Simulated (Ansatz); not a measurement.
## A convergence study on BPH6 (SMILES [BH3-][PH3+])

BPH6 has 8 atoms, charge 0, and is taken as a singlet. SMILES: `[BH3-][PH3+]`. The shape is that of a PBE0-D4/def2-TZVP optimisation.

| atom | x (Å) | y (Å) | z (Å) |
| --- | --- | --- | --- |
| B | -0.5561 | 0.2272 | -0.9140 |
| P | 0.4339 | -0.1816 | 0.6677 |
| H | -1.6934 | 0.3431 | -0.5201 |
| H | -0.3678 | -0.7302 | -1.6280 |
| H | -0.0555 | 1.2542 | -1.3099 |
| H | 0.4188 | 0.7557 | 1.7188 |
| H | 1.8231 | -0.3803 | 0.5471 |
| H | 0.0892 | -1.3452 | 1.3826 |

Program: Ansatz 0.2.0. Method: CCSD(T). Swept: basis set. Watched: the total energy. Each run: energy, 6 core orbitals frozen. Hardware: 1 thread of Arm Neoverse V1, shared host.

Deviations are taken from the sweep's last point, which isn't the limit.

```
      basis set  basis functions  energy (Eh)  from the best (mEh)  wall time
        cc-pVDZ               62  -369.178262              +93.937      1.1 s
jun-cc-pV(D+d)Z               75  -369.187667              +84.533      1.9 s
    aug-cc-pVDZ              104  -369.192603              +79.597      6.3 s
        cc-pVTZ              148  -369.266820               +5.380       17 s
jun-cc-pV(T+d)Z              171  -369.271539               +0.661       30 s
    aug-cc-pVTZ              234  -369.272200                0.000     13 min
```

(1) For a target of 10 mEh, where can one stop?

Results:

(1) cc-pVTZ: it is 5.380 mEh off and takes 17 s, against 13 min for aug-cc-pVTZ.
